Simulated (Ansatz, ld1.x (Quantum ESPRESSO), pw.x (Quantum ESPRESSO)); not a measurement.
**Equation-of-state test of one ultrasoft potential (osmium)**

```
Element                 : osmium
Generator               : ld1.x (Quantum ESPRESSO) 7.5
Type                    : ultrasoft
Functional              : PBEsol
Relativity              : scalar-relativistic
Frozen core             : [Xe] 4f14
Valence charge          : 8
Reference configuration : 5d6 6s2 6p0
Partial waves           : 6s (bound): rcut 2.30, rcutus 2.75 bohr; 6s channel at 1.7 Ry: rcut 2.30, rcutus 2.75 bohr; 6p (bound, empty): rcut 2.50, rcutus 3.15 bohr; 6p channel at 2.1 Ry: rcut 2.50, rcutus 3.15 bohr; 5d (bound): rcut 1.45, rcutus 1.75 bohr; 5d channel at 0.2 Ry: rcut 1.45, rcutus 1.75 bohr
Local potential         : all-electron potential smoothed inside 3.10 bohr (lloc = -1)
Core correction         : Bessel-smoothed model core inside 1.40 bohr
Augmentation charge     : PSQ, radius 1.35 bohr
```

Atomic tests: cutoffs needed: 35 Ry and 55 Ry (the cutoffs (Ry, on a coarse ladder) from which the occupation-weighted sum of valence levels, in a spherical-Bessel basis at the reference potential, stays within 10 and 1 mRy of its value at 400 Ry); ghost test: no extra level below or beside the all-electron valence levels (s, p, d, f tested) (spherical-Bessel basis up to 400 Ry, 20 bohr box); configuration tests: test run stopped at test 5 of 7 (negative rho).

Crystal test: bcc Os in pw.x 7.5, no spin, 15³ k-points, Fermi–Dirac smearing 0.01 Ry, cutoffs 70/560 Ry. The reference is all-electron LAPW (Ansatz 0.2.0) with the same functional, mesh and smearing; V0 and B0 come from Birch–Murnaghan fits to the pressures at five volumes. Errors are pseudo minus all-electron; Δ is the rms difference of the E(V) curves that follow from these fits, minima aligned, over ±6 % about the mean V0. Mesh and smearing are coarse, so the numbers serve the comparison and aren't converged zero-temperature values; the lattice is a test structure that the element need not adopt.

```json
{"V (Å³/atom)": "13.631", "P all-electron (GPa)": "22.64", "P pseudo (GPa)": "58.32"}
{"V (Å³/atom)": "13.989", "P all-electron (GPa)": "10.78", "P pseudo (GPa)": "42.44"}
{"V (Å³/atom)": "14.348", "P all-electron (GPa)": "0.50", "P pseudo (GPa)": "28.67"}
{"V (Å³/atom)": "14.707", "P all-electron (GPa)": "-8.41", "P pseudo (GPa)": "16.71"}
{"V (Å³/atom)": "15.065", "P all-electron (GPa)": "-16.11", "P pseudo (GPa)": "6.34"}
```

All-electron: a0 = 3.063 Å (V0 = 14.37 Å³/atom), B0 = 379.8 GPa.

Pseudopotential: mean pressure error (GPa): +28.62. The pressure does not cross zero within the volumes sampled, so no fit is given. The largest radius (3.15 bohr) exceeds half the bond length (2.51 bohr), so the spheres overlap, which is one possible source of error among others. This is a poor potential for the solid. Atomic configuration tests: test run stopped at test 5 of 7 (negative rho).

At the middle volume, how do free energy and pressure move when the wave cutoff is lowered (ecutrho held at 560 Ry)?

```
cutoff (Ry)  shift of F (meV/atom)  shift of P (GPa)
         32                  +88.0             -7.93
         42                  +22.7             -0.18
         56                   +2.7             -0.33
```

The 8 pw.x runs together took about 4 min on one core of a shared server CPU.
